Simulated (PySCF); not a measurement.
**AsH₅S, a complex of two parts: interaction energy**

One table from this session's results is given with a row withheld; the runs are named, their logs left out.

Programs: PySCF 2.14.0. All values are calculated, for the isolated system unless a continuum is named. Atoms count from 0, parts from 1.

### The system as given

7 atoms, charge 0, multiplicity 1; geometry: GFN2-xTB. Parts: 1 = atoms 0–2, `S`, charge 0; 2 = atoms 3–6, `[AsH3]`, charge 0.

Set-up of the first run:

What the job is given:

```
{"job": {"xc": "PBE0", "basis": "def2-TZVPD", "d3": "d3bj", "grid": 3, "kind": "geom", "shake": 0.01}, "charge": 0, "multiplicity": 1, "parts": [{"atoms": "0-2", "charge": 0, "multiplicity": 1}, {"atoms": "3-6", "charge": 0, "multiplicity": 1}]}
S      0.050042     0.459606     0.368528
H     -0.870823    -0.357003    -0.147983
H      0.851218     0.283112    -0.651978
As     1.540553    -2.451999     1.342708
H      2.766311    -1.713148     1.043445
H      1.400760    -1.740021     2.650198
H      2.320093    -3.535189     2.001028
```

Started as:

```console
OMP_NUM_THREADS=1 python cluster_run.py task.json out
```

This one command runs all jobs of the session in turn.

Steps of the session up to this table: Geometry optimisation at PBE0-D3(BJ)/def2-TZVPD; Coupled-cluster interaction energy: CCSD(T) and MP2, 3.80 Å; Coupled-cluster interaction energy: CCSD(T) and MP2, 3.99 Å; Coupled-cluster interaction energy: CCSD(T) and MP2, 4.18 Å; Coupled-cluster interaction energy: CCSD(T) and MP2, 3.61 Å; Coupled-cluster interaction energy: CCSD(T) and MP2, 4.75 Å; Coupled-cluster interaction energy: CCSD(T) and MP2, 3.42 Å; Coupled-cluster interaction energy: CCSD(T) and MP2, 5.70 Å; Coupled-cluster interaction energy: CCSD(T) and MP2, 7.59 Å.

One of the session's tables, all rows but one given; the rest of the session is left out.

It belongs to the step «Coupled-cluster interaction energy: CCSD(T) and MP2, 7.59 Å». 

```
                 method  interaction energy (kcal/mol)
         HF/aug-cc-pVDZ                         -0.033
        MP2/aug-cc-pVDZ                         -0.054
       CCSD/aug-cc-pVDZ                         -0.045
    CCSD(T)/aug-cc-pVDZ                         -0.048
         HF/aug-cc-pVQZ                         -0.030
        MP2/aug-cc-pVQZ                         -0.053
    SCS-MP2/aug-cc-pVQZ                              ?
      MP2, extrapolated                         -0.054
CCSD(T), limit estimate                         -0.048
```

**Question.** Estimate the row for SCS-MP2/aug-cc-pVQZ.

The run gave: interaction energy (kcal/mol): -0.047. In the column «interaction energy (kcal/mol)» it lies between CCSD(T), limit estimate (-0.048) and CCSD/aug-cc-pVDZ (-0.045).
